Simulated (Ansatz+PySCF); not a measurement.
# doublet CH3: levels of theory in one basis

```xyz
4

C     0.0000    0.0000    0.0000
H     0.0000    0.0000    1.0956
H     0.0000    0.9488   -0.5478
H     0.0000   -0.9488   -0.5478
```

Basis set: cc-pVTZ (spherical functions). Left uncorrelated: 1 orbital. Correlation on ROHF uses semicanonical orbitals with singles. Charge 0, multiplicity 2.

Computed with Ansatz (development build ahead of 0.2.0); each method stands on the lowest determinant of its kind that the runs found.

| method | E − E(ROHF) (eV) | <S²> of the determinant |
| --- | --- | --- |
| ROHF | 0.00 | 0.75 |
| UHF | -0.13 | 0.76 |
| ROHF-MP2 | -4.45 | – |
| UHF-MP2 | -4.44 | 0.76 |

Task: What does ROHF-CCSD(T) give on the same scale?

Result: -5.13 eV.

Task: Is a single determinant a sound starting point here?

Result: By this sign, yes. Unrestricted orbitals gain 0.13 eV and <S²> is 0.76 against 0.75 for a pure state.
